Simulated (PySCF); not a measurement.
# Gas-phase acidity of furan

System: `c1ccoc1` (C4H4O). Atom numbers as in the mapped SMILES `[cH:1]1[cH:2][cH:3][o:4][cH:5]1`. These are map numbers, not IUPAC locants.

These are calculated values, ωB97X-D3(BJ)/ma-def2-TZVP in PySCF (grid level 2) at geometries from PBE0-D3(BJ)/ma-def2-SVP. ωB97X-D3(BJ) is ωB97X-V with D3(BJ) in place of VV10. Thermal corrections: PBE0-D3(BJ)/ma-def2-SVP frequencies, unscaled, ideal gas at 298.15 K and 1 bar, quasi-RRHO entropy.

```jsonl
{"site": "C3 (aromatic carbon)", "product": "[c-]1ccco1", "ΔH(acid) / kJ/mol": "1647", "ΔG(acid) / kJ/mol": "1613", "gas share": "> 99.9 %", "above best in diethyl ether / kJ/mol": "0.0", "above best in toluene / kJ/mol": "0.0"}
{"site": "C1 (aromatic carbon)", "product": "[c-]1ccoc1", "ΔH(acid) / kJ/mol": "1670", "ΔG(acid) / kJ/mol": "1636", "gas share": "< 0.1 %", "above best in diethyl ether / kJ/mol": "21.9", "above best in toluene / kJ/mol": "22.0"}
```

ΔH and ΔG refer to AH → A⁻ + H⁺ in the gas phase. Shares are Boltzmann weights among the listed products; an error of 10 kJ/mol changes a ratio about 56-fold. Sites whose products fell apart, merged with another or lost in a GFN2-xTB screen aren't listed. Values in solvent are IEF-PCM free energies relative to the most favourable product.

Among these, C3 (aromatic carbon) wins by 22 kJ/mol in gas-phase free energy over C1.

In diethyl ether the product from C3 is solvated 194 kJ/mol more strongly than the parent (electrostatics only).

In toluene the product from C3 is solvated 145 kJ/mol more strongly than the parent (electrostatics only).

Measured values (NIST Chemistry WebBook, evaluated or the median of agreeing entries): deprotonation enthalpy (ΔH) 1630 kJ/mol (computed 1647, difference 17); gas-phase acidity (ΔG) 1596 kJ/mol (computed 1613, difference 17). These are compared with the most favourable site that keeps the skeleton.

Structures, frequencies and single points took 8.6 min of wall time on 1 thread of Arm Neoverse V1 (shared host), launched as `OMP_NUM_THREADS=1 python redox_run.py task.json out`.

Differences come from unrounded values, so a last digit can differ from that of the printed terms.
